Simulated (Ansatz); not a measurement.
**Te (model structure, started from the graphite type, P6₃/mmc, No. 194, 4 atoms in the cell): properties by level of theory**

```tsv
level (code)	equilibrium lattice constant a (Å)	lattice parameter c (Å)
PBE (Ansatz)	5.289	6.136
PBEsol (Ansatz)	___	5.992
PBE-D3(BJ) (Ansatz)	___	___
```

Fill in the missing entries.


- PBEsol (Ansatz, an electronic-structure program), equilibrium lattice constant a (Å): 5.199
- PBE-D3(BJ) (Ansatz), equilibrium lattice constant a (Å): 5.212
- PBE-D3(BJ) (Ansatz), lattice parameter c (Å): 6.006

Ansatz's density-functional and Hartree–Fock values are scalar-relativistic unless marked +SOC, with PAW data made under PBE.

Static lattice: no zero-point or thermal effects.

A model structure was made by putting elements into a prototype or built by hand; it is no filed structure, need not be a known phase, and can be a saddle point held by its symmetry.
